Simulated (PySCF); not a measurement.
These 2 structures share the formula C3H3NS. The calculation used PySCF 2.14.0, PBE0-D3(BJ)/def2-SVP geometry optimisation, gas phase. One conformer each; no zero-point energy, no entropy. No frequencies were run at this level. Point groups hold within 0.08 Å.

Question: Rank from lowest to highest electronic energy at this level (kcal/mol).
A. `[CH2:1]=[CH:2][S:3][C:4]#[N:5]` with C1–C2–S3–C4 -176°
B. `CC(=S)C#N`

Answer: B (0.0), A (10.9).

As drawn, the lower has a C=S bond, which the higher lacks; the higher has a C=C bond outside aromatic rings, which the lower lacks.

```
   SMILES      E (Eh)  E rel (kcal/mol)  dipole (D)  point group      A, B, C (MHz)
CC(=S)C#N  -568.43379               0.0        3.22           Cs   6412, 3226, 2175
  C=CSC#N  -568.41640              10.9        3.78      near Cs  14732, 2293, 1985
```

Q: How do the relative energies change in single points at PBE0/pcSseg-1 (no added dispersion term) on the same geometries?

A: 
| SMILES | PBE0-D3(BJ)/def2-SVP (kcal/mol) | PBE0/pcSseg-1 (kcal/mol) | shift |
| --- | --- | --- | --- |
| CC(=S)C#N | 0.0 | 0.0 | 0.0 |
| C=CSC#N | 10.9 | 10.2 | -0.7 |

Each column counts from its own lowest isomer. The order is unchanged; the largest shift is 0.7 kcal/mol.
